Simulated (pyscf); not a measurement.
## Insertion: F–Ga [singlet] + water (H₂O) → HO–GaH–F

Gas phase, singlet surface, charge 0. Bonds broken: O3–H4. Bonds formed: Ga1–O3, Ga1–H4. Single points on ωB97X-D3(BJ)/def2-SVP structures (PySCF, gas phase). MP2 and CC: frozen core, UHF for open shells. ΔMP2 is the change of the MP2 total energy from the triple- to the quadruple-zeta basis.

Transition state (Å):

```xyz
5

Ga     0.1486     1.2964    -0.6528
F      1.6784     2.0842    -0.9856
O      0.2295    -0.6032    -0.3585
H     -0.9358     0.2302    -0.0560
H      0.7453    -1.2348     0.1700
```

One imaginary mode, 1453i cm⁻¹; descent along it reached the two sides named, in the forms told below.

```tsv
bond	change	reactant side (Å)	saddle	product side
O3–H4	breaks	0.965	1.464	2.9
Ga1–O3	forms	2.444	1.924	1.770
Ga1–H4	forms	3.0	1.634	1.540
```

Electronic energies relative to the separated reactants (kcal/mol):

```tsv
level	barrier	reaction energy	reverse barrier
ωB97X-D3(BJ)/def2-TZVP	45.6	-14.6	60.1
PBE/def2-TZVP	38.2	-8.4	46.6
r²SCAN/def2-TZVP	37.8	-15.1	52.8
B3LYP-D3(BJ)/def2-TZVP	45.7	-7.4	53.1
PBE0-D3(BJ)/def2-TZVP	42.9	-11.6	54.5
M06-2X/def2-TZVP	44.0	-14.5	58.5
ωB97M-D3(BJ)/def2-TZVP	47.9	-8.9	56.8
HF/def2-TZVP	64.3	-11.5	75.7
MP2/def2-QZVPP	44.6	-14.1	58.8
CCSD/def2-TZVPP	49.8	-13.0	62.8
CCSD(T)/def2-TZVPP	46.0	-13.5	59.5
CCSD(T)/def2-TZVPP + ΔMP2(QZVPP)	47.2	-11.2	58.4
```

With CCSD(T)/def2-TZVPP + ΔMP2(QZVPP) energies and thermal terms (ideal gas, 1 atm, RRHO with modes under 100 cm⁻¹ raised to 100, one conformer, R ln 2 for rigid chiral ones), in kcal/mol:

```csv
T (K),ΔH‡,ΔG‡,ΔH,ΔG
298,43.8,52.2,-12.6,-3.4
600,44.1,60.5,-12.0,+5.7
900,44.8,68.6,-11.0,+14.3
1200,45.5,76.4,-9.9,+22.6
```

On the reactant side the descent ends in a bound adduct (not fully relaxed), 10.2 kcal/mol under the separated species and 55.8 kcal/mol under the saddle at ωB97X-D3(BJ)/def2-TZVP. This is the saddle that the search found; another between the same sides may lie lower. The CCSD(T) − MP2 part came from Ansatz, without density fitting, on the same reference. The frozen core leaves the outer d or s,p core shells of the metals and heavy elements correlated in the MP2 and CC values, and def2-TZVPP describes them poorly, which can shift differences by a few kcal/mol. Elements up to Kr have no core potential and no relativistic terms here.
